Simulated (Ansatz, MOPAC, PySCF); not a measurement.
Acid–base and redox partners of OC=O. All species are isolated molecules in the gas phase. One relaxed conformer stands for each flexible species; it need not be the lowest. Strings in code marks are SMILES.

Quantity: vertical ionisation energy (energy after one electron is removed minus that of the parent at the parent's geometry), in eV.

Level 1: frozen-core CCSD(T)/cc-pVTZ // PBE0-D4/def2-TZVP (Ansatz, an electronic-structure program)
Level 2: PBE-D3(BJ)/def2-TZVP // PBE0-D4/def2-TZVP (PySCF)
Level 3: minus the HOMO energy of HF/STO-3G // PBE0-D4/def2-TZVP (PySCF)
Level 4: minus the HOMO energy of PM7 // PBE0-D4/def2-TZVP (MOPAC)

```csv
species,level 2,level 3,level 4
`O=C[OH2+]` (O–C–O–H torsion 12°) (not the most basic site),19.61,19.37,19.19
`O=CO` (O–C–O–H torsion 0°),11.27,9.83,11.50
```

**Question.** What does level 1 give for each?

**Answer.** 
- `O=C[OH2+]` (O–C–O–H torsion 12°) (not the most basic site): 19.83
- `O=CO` (O–C–O–H torsion 0°): 11.38
